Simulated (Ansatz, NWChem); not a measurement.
# Worked example: the enthalpy of formation of C4H8 (isobutene)

The species is C4H8 (12 atoms), meant as a singlet with charge 0. As SMILES, `C=C(C)C`. The shape is that of a PBE0-D4/def2-TZVP optimisation.

```xyz
12

C    -0.5741    1.4115   -0.2509
C    -0.0801    0.1967   -0.0350
C     0.0530   -0.3758    1.3404
C     0.3791   -0.6861   -1.1516
H    -0.6655    1.8151   -1.2534
H    -0.9041    2.0418    0.5677
H    -0.5167   -1.3069    1.4303
H    -0.2992    0.3183    2.1043
H     1.0966   -0.6277    1.5569
H    -0.1783   -1.6289   -1.1558
H     0.2543   -0.2082   -2.1239
H     1.4350   -0.9499   -1.0291
```

Total energies at MP2/6-31G* (spherical functions), 4 core orbitals frozen (NWChem 7.3.0); the atoms run unrestricted:

| species | state | energy (Eh) |
| --- | --- | --- |
| C4H8 | singlet | -156.621512 |
| C | triplet | -37.731440 |
| H | doublet | -0.498233 |

Harmonic wavenumbers at B3LYP/6-31G*, in cm⁻¹: 178, 214, 379, 437, 438, 710, 820, 921, 974, 995, 1036, 1099, 1122, 1310, 1439, 1442, 1470, 1501, 1515, 1518, 1532, 1743, 3025, 3031, 3070, 3074, 3124, 3126, 3156, 3232.

Measured heats of formation of the gaseous atoms at 298.15 K, in kJ/mol: C 716.9, H 218.0. Spin-orbit lowering of the atoms at 298 K (mean of the ground term's levels less their thermal mean, from spectra), in kJ/mol: C 0.02. Take 1 Eh = 2625.50 kJ/mol, 1 cm⁻¹ = 0.0119627 kJ/mol, RT = 2.479 kJ/mol.

Problem. Work out the heat of formation of the gas at 298 K.

Solution. 
1. Electronic atomisation energy: 4 × (-37.731440) + 8 × (-0.498233) − (-156.621512) = 1.709888 Eh = 4489.3 kJ/mol.
2. Zero-point energy: half the sum of the wavenumbers, 23815.5 cm⁻¹ = 284.9 kJ/mol.
3. Thermal vibrational enthalpy, Σ hcν̃/(exp(hcν̃/kT) − 1): 6.4 kJ/mol. Translation, rotation and pV of a non-linear molecule: 4 RT = 9.9 kJ/mol.
4. The 12 free atoms carry 5/2 RT each: 74.4 kJ/mol.
5. Spin-orbit coupling lowers the free atoms by 4 × 0.02 = 0.1 kJ/mol.
6. Atomisation enthalpy at 298 K: 4489.3 − 0.1 − 284.9 − 6.4 − 9.9 + 74.4 = 4262.4 kJ/mol.
7. Sum of the atoms' heats of formation: 4611.6 kJ/mol. Heat of formation: 4611.6 − 4262.4 = +349.2 kJ/mol.

The tabulated value is -17.6 kJ/mol (Active Thermochemical Tables), so this level is off by +366.8 kJ/mol, or 7.9 % of the atomisation enthalpy that the table implies (4629.1 kJ/mol). Perturbation theory converges slowly with the basis for atomisation. A double-zeta basis underbinds. Anharmonicity and any spin-orbit splitting of the molecule are left out, and cores are frozen in the wave-function part.
